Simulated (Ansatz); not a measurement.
# CHClF2: molecular dynamics

Program: Ansatz 0.2.0. Level of theory: RKS BHLYP/def2-SVP. These are calculated values, not measurements.

**1. The starting structure**

Bond lengths: F1–C2 1.384 Å, C2–F3 1.344 Å, C2–Cl4 1.692 Å, C2–H5 1.090 Å. Angles: F1–C2–F3 105.3°, F1–C2–Cl4 113.6°, F1–C2–H5 110.4°, F3–C2–Cl4 108.5°, F3–C2–H5 109.2°, Cl4–C2–H5 109.6°.

As a file:

```xyz
5

F     0.0659   -0.5983    1.2556
C     0.0764    0.0399    0.0273
F     0.8153   -0.7455   -0.7753
Cl   -1.4601    0.2130   -0.6596
H     0.5525    1.0172    0.1106
```

**2. Preparing the start**

input.yaml

```yaml
crystal:
  periodic: [false, false, false]
  atoms:
    - { symbol: F, position_ang: [0.0659, -0.5983, 1.2556] }
    - { symbol: C, position_ang: [0.0764, 0.0399, 0.0273] }
    - { symbol: F, position_ang: [0.8153, -0.7455, -0.7753] }
    - { symbol: Cl, position_ang: [-1.4601, 0.213, -0.6596] }
    - { symbol: H, position_ang: [0.5525, 1.0172, 0.1106] }
basis:
  gaussian: { orbitals: def2-SVP }
hamiltonian:
  xc: { name: BHLYP }
relax:
  f_tol: 0.02
  max_steps: 40
```

Started as:

```sh
ansatz run input.yaml --threads 1 --pin off --max-ram 2048MiB --backend cpu --events-out ev --progress --plain --runs-dir out
```

What time and memory should one allow on 1 thread of Arm Neoverse V1, shared host?

About 11 s, with a peak of 0.13 GiB.
